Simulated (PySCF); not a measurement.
C4H10NP.
Cartesian coordinates in Å at the GFN2-xTB level; atoms count from 1:
```
atom  x, y, z in Å
C1    -1.6834   -1.2923   -0.7439
C2    -1.4286    0.1073   -0.1974
C3    -0.0654    0.2089    0.4406
C4     0.5667    1.5592    0.6232
P5     1.4137    0.5074   -0.6374
N6     2.5931   -0.1936    0.4170
H7    -2.6540   -1.3465   -1.2307
H8    -1.6574   -2.0258    0.0590
H9    -0.9144   -1.5506   -1.4696
H10   -2.1944    0.3589    0.5434
H11   -1.4988    0.8345   -1.0102
H12    0.1137   -0.5034    1.2404
H13    0.0177    2.4145    0.2515
H14    1.1126    1.7419    1.5386
H15    3.4616    0.3328    0.3910
H16    2.8099   -1.1441    0.1320
```

Method used: TDDFT wB97X-D/def2-SVPD, vertical, gas phase, core orbitals frozen in the response in PySCF.

| state | E (eV) | λ (nm) | f | main configurations (H = HOMO, L = LUMO) |
| --- | --- | --- | --- | --- |
| S1 | 5.83 | 212.8 | 0.040 | H→L (94%) |
| S2 | 5.96 | 207.9 | 0.041 | H→L+1 (88%) |
| S3 | 6.65 | 186.4 | 0.0087 | H-1→L (86%) |
| S4 | 6.82 | 181.8 | 0.0083 | H→L+2 (41%), H-1→L+1 (23%), H→L+3 (14%) |
| S5 | 7.31 | 169.6 | 0.065 | H-1→L+1 (44%), H→L+2 (20%), H→L+4 (11%) |
| S6 | 7.46 | 166.3 | 0.132 | H→L+4 (73%), H-1→L+1 (10%) |
| S7 | 7.65 | 162.1 | 0.146 | H→L+3 (59%), H→L+7 (10%), H-1→L+1 (9%) |
| S8 | 7.85 | 157.9 | 0.011 | H-1→L+2 (61%), H-1→L+3 (14%) |

Triplets (Tamm–Dancoff): T1 4.97 eV, H→L+1 (56%), H→L (26%), H→L+3 (9%); T2 5.12 eV, H→L (58%), H→L+1 (24%); T3 5.69 eV, H-1→L+1 (76%), H-1→L+3 (9%).

The lowest singlet lies at 5.83 eV (213 nm, ultraviolet) and is of moderate strength; its leading configuration is HOMO→LUMO (94%). The strongest level in the table is S7 at 7.65 eV (162 nm, f = 0.146). Löwdin shares by element: HOMO phosphorus 38%, nitrogen 29%, carbon 23% or more; LUMO phosphorus 32%, hydrogen 24% or more, nitrogen 17% (atoms not listed hold the other 27%). Of the 8 states listed, 6 reach f = 0.01 and none stays under 0.0005. Orbital energies (eV): HOMO-3 -11.37, HOMO-2 -10.66, HOMO-1 -9.13, HOMO -8.17, LUMO 2.22, LUMO+1 2.29, LUMO+2 2.70. Weighted by f, the mean energy of these states is 7.20 eV. Only the lowest 8 singlets were computed, as vertical energies without vibronic structure.

One conformer stands for the species.
